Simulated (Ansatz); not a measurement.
Complex (SMILES): F (HF) with F (HF), atoms 1 to 2 the first; geometry from NCB31 set, monomers rigid:
```xyz
4

F      1.3237    -0.0902     0.0000
H      1.7404     0.7334     0.0000
F     -1.4572     0.0193     0.0000
H     -0.5393    -0.0947     0.0001
```

Energies in hartree at MP2 with Ansatz (a first-principles code); the counterpoise-corrected interaction energy is their sum with the coefficients shown, times 627.509 kcal/mol a hartree. All functions are spherical. Cores are frozen. No added dispersion term, no relativity.

```csv
species,coefficient,part,aug-cc-pVDZ,aug-cc-pVTZ,aug-cc-pVQZ
the complex,+1,Hartree-Fock,-200.07273,-200.12769,-200.14262
the complex,+1,correlation,-0.44626,-0.56155,-0.60424
"F (HF), first monomer among the partner's ghost functions",-1,Hartree-Fock,-100.03343,-100.06090,-100.06829
"F (HF), first monomer among the partner's ghost functions",-1,correlation,-0.22299,-0.28045,-0.30169
"F (HF), second monomer among the partner's ghost functions",-1,Hartree-Fock,-100.03318,-100.06070,-100.06814
"F (HF), second monomer among the partner's ghost functions",-1,correlation,-0.22301,-0.28045,-0.30173
```

**Question.** Predict the counterpoise-corrected interaction energy in aug-cc-pV5Z (X = 5): let each Hartree-Fock step shrink by the ratio of the last two, and fit each correlation energy at X = 3 and 4 to E + A/X^3. Compare with the run.

**Answer.** 
- the complex: steps -0.05496 and -0.01493, ratio 0.272, so Hartree-Fock -200.14668 (run: -200.14658); A = (-0.56155 - (-0.60424))/(1/27 - 1/64) = 1.9937, correlation -0.60424 - A/64 + A/125 = -0.61944 (run: -0.62180).
- F (HF), first monomer among the partner's ghost functions: steps -0.02747 and -0.00739, ratio 0.269, so Hartree-Fock -100.07028 (run: -100.07025); A = (-0.28045 - (-0.30169))/(1/27 - 1/64) = 0.9920, correlation -0.30169 - A/64 + A/125 = -0.30925 (run: -0.31042).
- F (HF), second monomer among the partner's ghost functions: steps -0.02752 and -0.00744, ratio 0.270, so Hartree-Fock -100.07015 (run: -100.07013); A = (-0.28045 - (-0.30173))/(1/27 - 1/64) = 0.9938, correlation -0.30173 - A/64 + A/125 = -0.30931 (run: -0.31049).
Predicted -4.47 kcal/mol; the run in aug-cc-pV5Z gives -4.45, a miss of -0.03. Keeping the value in aug-cc-pVQZ, -4.40, would miss by 0.05. All sums are of the energies as printed.
